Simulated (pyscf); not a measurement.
Substitution at C: Cl• + H₃Si–CH(Cl)–Cl -> Cl–CH(Cl)–Cl + SiH₃•

Gas phase, doublet surface, charge 0. Bonds broken: C2–Si5. Bonds formed: Cl1–C2. Single points on ωB97X-D3(BJ)/def2-SVP structures (PySCF, gas phase).

Transition state (Å):

```xyz
9

Cl     2.0272     0.0274    -2.6320
C      0.7585     0.2956    -0.9521
Cl    -0.3438     1.4856    -1.6178
Cl     0.1669    -1.3459    -0.7800
Si    -0.0610     0.7874     1.2093
H      1.6618     0.6142    -0.4262
H     -1.5212     0.5334     1.2427
H      0.2841     2.2174     1.4340
H      0.7039    -0.1055     2.1215
```

One imaginary mode, 790i cm⁻¹; descent along it reached the two sides named, in the forms told below.

| bond | change | reactant side (Å) | saddle | product side |
|---|---|---|---|---|
| C2–Si5 | breaks | 1.906 | 2.363 | 3.7 |
| Cl1–C2 | forms | 3.3 | 2.122 | 1.760 |

Electronic energies relative to the separated reactants (kJ/mol):

```
level                   barrier  reaction energy  reverse barrier
----------------------  -------  ---------------  ---------------
ωB97X-D3(BJ)/def2-TZVP    159.9            +36.6            123.3
PBE/def2-TZVP              96.5             -3.6            100.1
r²SCAN/def2-TZVP          116.1             +7.3            108.8
B3LYP-D3(BJ)/def2-TZVP    139.3            +28.2            111.1
PBE0-D3(BJ)/def2-TZVP     128.6            +14.3            114.3
M06-2X/def2-TZVP          151.0            +21.1            129.9
ωB97M-D3(BJ)/def2-TZVP    159.8            +29.9            129.8
HF/def2-TZVP              291.1            +68.1            223.0
```

With ωB97M-D3(BJ)/def2-TZVP energies and thermal terms (ideal gas, 1 atm, RRHO with modes under 100 cm⁻¹ raised to 100, one conformer, R ln 2 for chiral ones without a mode under 150 cm⁻¹), in kJ/mol:

```tsv
T (K)	ΔH‡	ΔG‡	ΔH	ΔG
298	153.5	186.6	+22.7	+14.5
600	154.1	219.9	+20.4	+7.0
900	153.8	252.8	+17.3	+1.0
1200	153.1	285.9	+13.9	-3.9
```

On the reactant side the descent ends in what is likely a three-electron adduct, which functionals tend to overbind, 21.9 kJ/mol under the separated species and 181.9 kJ/mol under the saddle at ωB97X-D3(BJ)/def2-TZVP. Abstraction by the radical was not located in this set and often lies lower. H₃Si–CH(Cl)–Cl lies 358.8 kJ/mol over its isomer H₃C–SiH(Cl)–Cl (electronic energy, ωB97M-D3(BJ)/def2-TZVP). One saddle was located; it need not be the lowest between these sides. The angle at the attacked C is 163°. Left out: orbital degeneracy and the spin-orbit lowering of Cl.
